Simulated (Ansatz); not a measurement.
# C2H2S: single points off equilibrium

How do the functionals fare away from a minimum? The structure is a structure displaced at random from a GFN2-xTB minimum.

The runs use Ansatz 0.2.0, Gaussian basis; single points in def2-TZVPP.

Cores are frozen in the correlated methods. B3LYP uses VWN-RPA correlation.

### 1 The starting structure

SMILES `C=C=S`, 5 atoms, charge 0, spin multiplicity 1.

Atoms are counted from 1 here; the program's logs count them from 0.

Bond lengths: C1–C2 1.252 Å, C1–H4 1.120 Å, C1–H5 1.286 Å, C2–S3 1.473 Å. Angles: C2–C1–H4 124.5°, C2–C1–H5 126.4°, H4–C1–H5 109.1°, C1–C2–S3 174.9°.

As a file:

```mol
C2H2S
  3D, bonds by distance, orders not assigned

  5  4  0  0  0  0  0  0  0  0999 V2000
    0.4268   -0.2054    0.0452 C   0  0
   -0.6737    0.3521   -0.1675 C   0  0
   -1.9983    0.9077   -0.4960 S   0  0
    1.3555   -0.0235   -0.5536 H   0  0
    0.6859   -1.0536    0.9767 H   0  0
  1  2  8  0
  1  4  8  0
  1  5  8  0
  2  3  8  0
M  END
```

### 2 CCSD(T)/def2-TZVPP

File run/in.yaml:

```yaml
crystal:
  periodic: [false, false, false]
  atoms:
    - {symbol: C, position_ang: [0.426800, -0.205400, 0.045200]}
    - {symbol: C, position_ang: [-0.673700, 0.352100, -0.167500]}
    - {symbol: S, position_ang: [-1.998300, 0.907700, -0.496000]}
    - {symbol: H, position_ang: [1.355500, -0.023500, -0.553600]}
    - {symbol: H, position_ang: [0.685900, -1.053600, 0.976700]}
basis:
  gaussian: {orbitals: def2-TZVPP}
correlation: {method: ccsd_t}
output: {forces: true}
```

The command line of these runs was not kept.

### 3 PBE0-D4/def2-TZVPP

run/in.yaml: that of step 2 with these lines changed.

```diff
@@ -10,3 +10,3 @@
   gaussian: {orbitals: def2-TZVPP}
-correlation: {method: ccsd_t}
-output: {forces: true}
+hamiltonian: {xc: pbe0, dispersion: d4}
+output: {forces: true, orbitals: {seedname: orbitals}}
```

### 4 wB97M-V/def2-TZVPP

run/in.yaml: that of step 3 with these lines changed.

```diff
@@ -10,3 +10,3 @@
   gaussian: {orbitals: def2-TZVPP}
-hamiltonian: {xc: pbe0, dispersion: d4}
-output: {forces: true, orbitals: {seedname: orbitals}}
+hamiltonian: {xc: {name: wB97M-V}}
+output: {forces: true}
```

### 5 r2SCAN-D4/def2-TZVPP

run/in.yaml: that of step 4 with these lines changed.

```diff
@@ -10,3 +10,3 @@
   gaussian: {orbitals: def2-TZVPP}
-hamiltonian: {xc: {name: wB97M-V}}
+hamiltonian: {xc: r2scan, dispersion: d4}
 output: {forces: true}
```

### 6 PBE-D4/def2-TZVPP

run/in.yaml: that of step 5 with these lines changed.

```diff
@@ -10,3 +10,3 @@
   gaussian: {orbitals: def2-TZVPP}
-hamiltonian: {xc: r2scan, dispersion: d4}
+hamiltonian: {xc: pbe, dispersion: d4}
 output: {forces: true}
```

### 7 wB97X-V/def2-TZVPP

run/in.yaml: that of step 6 with these lines changed.

```diff
@@ -10,3 +10,3 @@
   gaussian: {orbitals: def2-TZVPP}
-hamiltonian: {xc: pbe, dispersion: d4}
+hamiltonian: {xc: {name: wB97X-V}}
 output: {forces: true}
```

### 8 B3LYP-D4/def2-TZVPP

run/in.yaml: that of step 7 with these lines changed.

```diff
@@ -10,3 +10,3 @@
   gaussian: {orbitals: def2-TZVPP}
-hamiltonian: {xc: {name: wB97X-V}}
+hamiltonian: {xc: {name: B3LYP}, dispersion: d4}
 output: {forces: true}
```

(Steps that only read results are left out.)

Q: Predict the outcome of this session. Wanted: energy less free atoms, CCSD(T)/def2-TZVPP; RMS force component; RMS force error; HOMO and LUMO, PBE0-D4; T1 diagnostic.

The runs gave:

| quantity | value |
| --- | --- |
| energy less free atoms, CCSD(T)/def2-TZVPP | -1850.8 kJ/mol |
| RMS force component | 2.657 to 2.903 eV/Å over the methods |
| RMS force error | PBE0-D4 0.308, wB97M-V 0.279, r2SCAN-D4 0.292, PBE-D4 0.246, wB97X-V 0.222, B3LYP-D4 0.307 eV/Å |
| HOMO and LUMO, PBE0-D4 | -6.51 and -2.10 eV |
| T1 diagnostic | 0.015 |

**Reading.** Against CCSD(T) the functionals' energies less atoms differ by -172.1 to -65.9 kJ/mol, PBE-D4 by -172.1 kJ/mol. The reference is not at the basis limit: in triple zeta CCSD(T) underbinds, which counts against methods that bind more; the gaps are no ranking. The forces of wB97X-V come nearest to CCSD(T), those of PBE0-D4 are farthest. Frozen-core CCSD(T) forces in triple zeta carry basis errors of their own, and this is one geometry, so small gaps rank nothing.
